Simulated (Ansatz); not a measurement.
in.yaml

```yaml
crystal:
  periodic: [false, false, false]
  atoms:
    - {symbol: Al, position_ang: [0.000000, -0.520686, 4.438060]}
    - {symbol: Al, position_ang: [0.000000, 0.520686, -4.438060]}
    - {symbol: H, position_ang: [0.000000, 0.776716, 5.412187]}
    - {symbol: H, position_ang: [0.000000, -0.776716, -5.412187]}
basis:
  gaussian: {orbitals: 6-31G}
magnetization: {spin_polarized: true, initial_magnetization: 0}
hamiltonian: {xc: hf}
output: {orbitals: {seedname: orbitals}}
```

```sh
$ ansatz run in.yaml --threads 1 --pin off --events-out ev --progress --plain --max-ram 4096MiB --backend cpu
```

Output:

```
340 factors; integrals over basis functions are off by at most 1.6e-4 eV
mean field evaluation 1: about -13193.0848 eV, gradient 5.1e0 eV
mean field evaluation 2: about -13193.0855 eV, gradient 5.0e0 eV
mean field evaluation 4: about -13193.4869 eV, gradient 2.7e-1 eV
mean field evaluation 8: about -13193.4878 eV, gradient 2.0e-5 eV
mean field evaluation 16: about -13193.4884 eV, gradient 3.1e-2 eV
mean field evaluation 32: about -13193.4888 eV, gradient 2.6e-3 eV
mean field evaluation 64: about -13193.1793 eV, gradient 1.7e0 eV
mean field evaluation 96: about -13193.4887 eV, gradient 2.0e-4 eV
mean field evaluation 128: about -13193.4608 eV, gradient 3.1e-1 eV
mean field evaluation 160: about -13193.3895 eV, gradient 7.4e-1 eV
mean field evaluation 192: about -13193.4878 eV, gradient 4.0e-2 eV
mean field evaluation 224: about -13193.4603 eV, gradient 1.2e0 eV
mean field -13193.48881920 eV, -484.8517712377 hartree, gradient 2.5e-6 eV, S^2 0.067765; 4 other end points of the search recorded, 0 dependent functions left out
reference -13193.48881920 eV, -484.8517712377 hartree; 14, 14 occupied and 16, 16 virtual orbitals, 340 factors
Total energy: -13193.48881920 eV, -484.8517712377 hartree
```

Ran on 1 thread of AMD EPYC 7R13, shared host: 0.57 s wall, 0.23 GiB peak host memory.
